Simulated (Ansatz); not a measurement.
Molecule: CS2, net charge 1, doublet state. SMILES of the parent species: S=C=S
Coordinates optimised at B3LYP-D3(BJ)/def2-TZVP (Ansatz, a first-principles code):
```xyz
3

S      0.0000     0.0000    -1.5517
C      0.0000     0.0000     0.0000
S      0.0000     0.0000     1.5517
```
Charge +1, spin multiplicity 2.

Parts of the frozen-core correlation energy in aug-cc-pV(T+d)Z (Ansatz, hartree). Frozen orbitals: 11; correlated occupied orbitals by spin: 8 and 7; virtual: 137 and 138. Open shells are spin-unrestricted. No spin-orbit coupling. Non-relativistic.

```tsv
term	value
reference (HF)	-832.65234
MP2 opposite-spin	-0.31936
MP2 same-spin	___
CCSD correlation	___
(T)	___
T1 diagnostic	0.043
largest doubles amplitude	0.093
<S^2> of the reference	1.033
```

Q: Complete the blanks.

A: 
- MP2 same-spin, value: -0.11018
- CCSD correlation, value: -0.47074
- (T), value: -0.03090
